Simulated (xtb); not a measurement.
xtb input (GFN1-xTB):

```bash
xtb mol.xyz --gfn 1 --opt tight --chrg 0 --uhf 0
```
mol.xyz:
```
5

C      0.00053452     0.00126565     0.33943617
H      0.00225136     0.00533085     1.42969220
F      0.00598628     1.25541479    -0.13307438
F      1.08434551    -0.63379114    -0.12772827
F     -1.09093829    -0.62305973    -0.12434282
```

Output:

```
           -------------------------------------------------
          |                Calculation Setup                |
           -------------------------------------------------

           -------------------------------------------------
          |                 G F N 1 - x T B                 |
           -------------------------------------------------

        Reference                      10.1021/acs.jctc.7b00118
      * Hamiltonian:
        H0-scaling (s, p, d)           1.850000    2.250000    2.000000
        zeta-weighting                 0.000000
      * Dispersion:
        s8                             2.400000
        a1                             0.630000
        a2                             5.000000
        s9                             0.000000
      * Repulsion:
        kExp                           1.500000
        rExp                           1.000000
      * Coulomb:
        alpha                          2.000000
        third order                    atomic
        anisotropic                    false
      * Halogen bond correction:
        rad-scale                      1.300000
        damping                        0.440000

          ...................................................
          :                      SETUP                      :
          :.................................................:
          :  # basis functions                  18          :
          :  # atomic orbitals                  18          :
          :  # shells                           10          :
          :  # electrons                        26          :
          :  # halogen bonds                     0          :
          :  max. iterations                   250          :
          :  Hamiltonian                  GFN1-xTB          :
          :  restarted?                      false          :
          :  GBSA solvation                  false          :
          :  PC potential                    false          :
          :  electronic temp.          300.0000000     K    :
          :  accuracy                    1.0000000          :
          :  -> integral cutoff          0.2500000E+02      :
          :  -> integral neglect         0.1000000E-07      :
          :  -> SCF convergence          0.1000000E-05 Eh   :
          :  -> wf. convergence          0.2000000E-04 e    :
          :  Broyden damping             0.4000000          :
          :  net charge                          0          :
          :  unpaired electrons                  0          :
          ...................................................

 iter      E             dE          RMSdq      gap      omega  full diag
   1    -18.0347858 -0.180348E+02  0.620E+00   10.60       0.0  T
   2    -18.1280025 -0.932168E-01  0.338E+00   10.46       1.0  T
   3    -18.1285460 -0.543486E-03  0.173E+00   10.56       1.0  T
   4    -18.1286301 -0.840249E-04  0.798E-02   10.59       1.0  T
   5    -18.1286529 -0.228521E-04  0.373E-02   10.58       1.2  T
   6    -18.1286613 -0.837436E-05  0.482E-03   10.58       9.3  T
   7    -18.1286614 -0.137333E-06  0.183E-04   10.58     244.7  T
[...]

         :::::::::::::::::::::::::::::::::::::::::::::::::::::
         ::                     SUMMARY                     ::
         :::::::::::::::::::::::::::::::::::::::::::::::::::::
         :: total energy             -18.086672345525 Eh    ::
         :: gradient norm              0.000145220541 Eh/a0 ::
         :: HOMO-LUMO gap             10.560902777087 eV    ::
         ::.................................................::
         :: SCC energy               -18.130872057772 Eh    ::
         :: -> electrostatic           0.059302224909 Eh    ::
         :: repulsion energy           0.044812414237 Eh    ::
         :: dispersion energy         -0.000612701990 Eh    ::
         :: halogen bond corr.         0.000000000000 Eh    ::
         :: add. restraining           0.000000000000 Eh    ::
         :: total charge               0.000000000000 e     ::
         :::::::::::::::::::::::::::::::::::::::::::::::::::::

           -------------------------------------------------
          |                Property Printout                |
           -------------------------------------------------

    * Orbital Energies and Occupations

         #    Occupation            Energy/Eh            Energy/eV
      -------------------------------------------------------------
         1        2.0000           -0.9249568             -25.1694
         2        2.0000           -0.9158239             -24.9208
         3        2.0000           -0.9158239             -24.9208
         4        2.0000           -0.7200489             -19.5935
         5        2.0000           -0.6805013             -18.5174
         6        2.0000           -0.6608338             -17.9822
         7        2.0000           -0.6608338             -17.9822
         8        2.0000           -0.5971687             -16.2498
         9        2.0000           -0.5971687             -16.2498
        10        2.0000           -0.5788556             -15.7515
        11        2.0000           -0.5788556             -15.7515
        12        2.0000           -0.5780990             -15.7309
        13        2.0000           -0.5451214             -14.8335 (HOMO)
        14                         -0.1570154              -4.2726 (LUMO)
        15                         -0.0106862              -0.2908
        16                          0.0103229               0.2809
        17                          0.0103229               0.2809
        18                          0.2362485               6.4286
      -------------------------------------------------------------
                  HL-Gap            0.3881060 Eh           10.5609 eV
             Fermi-level           -0.3510684 Eh           -9.5531 eV

  Mulliken/CM5 charges         n(s)   n(p)   n(d)
     1C     0.64055  0.65182   0.992  2.367  0.000
     2H     0.06740  0.12840   0.933  0.000  0.000
     3F    -0.23598 -0.26007   1.806  5.430  0.000
     4F    -0.23598 -0.26007   1.806  5.430  0.000
     5F    -0.23598 -0.26007   1.806  5.430  0.000

Wiberg/Mayer (AO) data.
largest (>0.10) Wiberg bond orders for each atom

 ---------------------------------------------------------------------------
     #   Z sym  total        # sym  WBO       # sym  WBO       # sym  WBO
 ---------------------------------------------------------------------------
     1   6 C    3.766 --     4 F    0.944     3 F    0.944     5 F    0.944
                             2 H    0.934
     2   1 H    1.024 --     1 C    0.934
     3   9 F    1.068 --     1 C    0.944
     4   9 F    1.068 --     1 C    0.944
     5   9 F    1.068 --     1 C    0.944
 ---------------------------------------------------------------------------

Topologies differ in total number of bonds
Note: The following floating-point exceptions are signalling: IEEE_DENORMAL
normal termination of xtb
Writing topology from bond orders to xtbtopo.mol

 dipole moment from electron density (au)
     X       Y       Z
   0.0013   0.0030   0.8102  total (Debye):    2.059

           -------------------------------------------------
          |                Geometry Summary                 |
           -------------------------------------------------

      molecular mass/u    :       70.0138861
   center of mass at/Å    :       -0.0000408      -0.0000966      -0.0259090
  moments of inertia/u·Å² :        0.4850478E+02   0.4850478E+02   0.8844342E+02
rotational constants/cm⁻¹ :        0.3475458E+00   0.3475458E+00   0.1906036E+00

 * 4 selected distances

     #   Z          #   Z                                           value/Å
     1   6 C        2   1 H                                       1.0994487 (min)
     1   6 C        3   9 F                                       1.3282117
     1   6 C        4   9 F                                       1.3282117
     1   6 C        5   9 F                                       1.3282117 (max)

 * 2 distinct bonds (by element types)

   Z      Z             #   av. dist./Å        max./Å        min./Å
   1 H    6 C           1     1.0994487     1.0994487     1.0994487
   6 C    9 F           3     1.3282117     1.3282117     1.3282117

optimized geometry written to: xtbopt.xyz

           -------------------------------------------------
          | TOTAL ENERGY              -18.086672345525 Eh   |
          | GRADIENT NORM               0.000145220541 Eh/α |
          | HOMO-LUMO GAP              10.560902777087 eV   |
           -------------------------------------------------

------------------------------------------------------------------------
------------------------------------------------------------------------
 total:
 SCF:
 ANC optimizer:
```
